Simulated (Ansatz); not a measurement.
## SiC, triplet in aug-cc-pVDZ: errors against RCCSDT(Q)

Geometry: that of the SiC⁻, doublet, kept fixed.

```tsv
atom	x (Å)	y (Å)	z (Å)
Si	0.0000	0.0000	0.0000
C	0.0000	0.0000	1.6659
```

Basis aug-cc-pVDZ; Ansatz 0.2.0. Only valence electrons are correlated (noble-gas cores frozen), which leaves 8 electrons in 44 orbitals. R marks a restricted (for open shells ROHF) determinant, U an unrestricted one. Active spaces: valence = (8e, 8o) chosen from the atoms' valence shells.

Full CI isn't at hand for all of this; RCCSDT(Q) serves as the reference, and is uncertain by about the last step of the cluster series. The frozen core follows each run's orbitals, which can shift R against U totals by a few meV.

Unrestricted rows (U) aren't spin-pure: their determinants' ⟨S²⟩ exceeds S(S+1) by up to 0.44, so they mix in states of higher spin. For open shells CISD is restricted-active-space CI with the open shells as a complete middle space.

```
UHF ⟨S²⟩                          : 2.442
T1 diagnostic (RCCSD)             : 0.0551
largest doubles amplitude (RCCSD) : 0.053
T1 diagnostic (UCCSD)             : 0.0856
```

```
   level  E − E(RHF) (eV)
     UHF          -0.4667
    RMP2          -4.5530
    UMP2          -4.2125
   RCCSD          -5.4347
   UCCSD          -5.4373
RCCSD(T)          -5.7279
UCCSD(T)          -5.7018
```

**Question.** Estimate how far RCCSDT(Q) in aug-cc-pVDZ lies from RCCSD(T). The table doesn't fix it; the size of (T) and the diagnostics are the guide.

**Answer.** RCCSDT(Q) in aug-cc-pVDZ lies 7.7 kJ/mol below RCCSD(T), which is 27 % of the (T) step (-28.3 kJ/mol). T1 is raised, and the rest is a large part of (T). The miss exceeds 1 kcal/mol.

The other levels:

```
                            level  E − E(RCCSDT(Q)) (kJ/mol)  share of correlation (%)  wall time
                             CISD                       72.9                     86.99      3.2 s
                          BCCD(T)                        7.8                     98.60      6.5 s
                           RCCSDT                        2.8                     99.50          –
                           UCCSDT                        2.7                     99.51          –
                        UCCSDT(Q)                       -0.1                    100.02       50 s
           CASSCF (valence space)                      327.8                     41.50          –
           NEVPT2 (valence space)                       78.2                     86.05      5.5 s
           MRCISD (valence space)                       23.4                     95.83          –
         MRCISD+Q (valence space)                        1.9                     99.66      6.5 s
MRCISD+Q(relaxed) (valence space)                       -2.2                    100.39        7 s
```

The correlation energy at RCCSDT(Q), counted from RHF, is -5.808 eV. That run took 51 s on 1 thread of AMD EPYC 7R43, shared host.

Times hold each run's SCF and search for its determinant on a shared host, so for small cases they say little of a method's own cost; they ran on 1 thread of AMD EPYC 7R43.

Natural occupations of CASSCF (valence space) about the gap: 1.981 1.937 1.896 1.015 0.978 0.110 0.059 0.023; effectively unpaired electrons, Σ n²(2−n)², 2.11.
